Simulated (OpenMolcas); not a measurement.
C2H6Al (SMILES [CH3][Al][CH3]): name the method

The species is C2H6Al (9 atoms), meant as a doublet with charge 0. SMILES: `[CH3][Al][CH3]`. The shape is that of a PBE0-D4/def2-TZVP optimisation.

| atom | x (Å) | y (Å) | z (Å) |
| --- | --- | --- | --- |
| C | -0.8107 | 1.1306 | -0.9415 |
| Al | 0.7310 | 0.7055 | 0.2119 |
| C | 0.8773 | -1.1114 | 0.9578 |
| H | -1.4678 | 0.2645 | -1.0690 |
| H | -0.4819 | 1.4609 | -1.9319 |
| H | -1.4015 | 1.9500 | -0.5197 |
| H | 0.9153 | -1.8382 | 0.1374 |
| H | -0.0218 | -1.3379 | 1.5435 |
| H | 1.7487 | -1.2703 | 1.5944 |

A calculation with OpenMolcas 26.06 gave:

| Property | Result |
| --- | --- |
| total energy | -322.0178 Eh |
| dipole moment | 0.21 D |
| HOMO energy | -5.74 eV |
| LUMO energy | -2.27 eV |
| ⟨S²⟩ | 0.752 |

Problem. Which of these levels gave the numbers?
A. M06-L/def2-SVPD
B. HF/def2-SVPD
C. M06-2X/def2-SVPD
D. B3LYP/def2-SVPD

Solution. C. The others give -320.9887 Eh (HF/def2-SVPD), -322.0607 Eh (M06-L/def2-SVPD), -322.1097 Eh (B3LYP/def2-SVPD).
